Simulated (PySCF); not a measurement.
Consider propanenitrile, `CCC#N` (C3H5N). Optimised structure (Å), atoms numbered from 1:
```
C    -0.9636    0.3412    0.0024
C     0.3066   -0.4415   -0.3214
C     1.4608   -0.0009    0.4552
N     2.3624    0.3645    1.0821
H    -1.8002   -0.0306   -0.6063
H    -1.2348    0.2343    1.0624
H    -0.8335    1.4122   -0.2083
H     0.1628   -1.5176   -0.1310
H     0.5627   -0.3478   -1.3893
```

These are calculated values, ωB97X-D3(BJ)/ma-def2-TZVP in PySCF (grid level 2) at geometries from PBE0-D3(BJ)/def2-SVP. Zero-point and thermal terms (298.15 K, 1 bar) come from unscaled PBE0-D3(BJ)/def2-SVP harmonic frequencies, with soft modes damped to free rotors in the entropy.

Problem. What are the vertical and the adiabatic ionisation energy for forming the radical cation?

Solution. 12.01 eV vertical and 11.63 eV adiabatic, the latter with zero-point energy.

Problem. Where does the unpaired spin of the relaxed radical cation sit?

Solution. N4 (nitrile nitrogen) 0.59, C2 (carbon α to the nitrile) 0.12, H (on C2) 0.09 (intrinsic atomic orbital populations).

Problem. What oxidation potential follows in dichloromethane (IEF-PCM), given that Fc+/Fc comes at 4.70 V absolute with this functional and basis?

Solution. In the gas phase ΔG of oxidation is 11.591 eV, and solvation is -24.4 kJ/mol for the parent and -249.9 kJ/mol for the product, so the absolute potential is 9.25 V, or 4.55 V against Fc+/Fc. Fc+/Fc in dichloromethane, 4.70 V, is ωB97X-D3(BJ)/ma-def2-TZVP on PBE0-D3(BJ)/def2-SVP structures with GFN2-xTB thermal terms. Benchmark calculations put it near 5.0 V in acetonitrile and DMSO, so it is about 0.3 V low, and the value against it can read up to that much too high. The solvent is electrostatics only, on gas-phase structures; the absolute scale refers to an electron at rest in vacuum.

Problem. How far is −ε(HOMO) from the vertical value by ΔSCF?

Solution. −ε(HOMO) = 11.82 eV, which is 0.19 eV below the ΔSCF value.
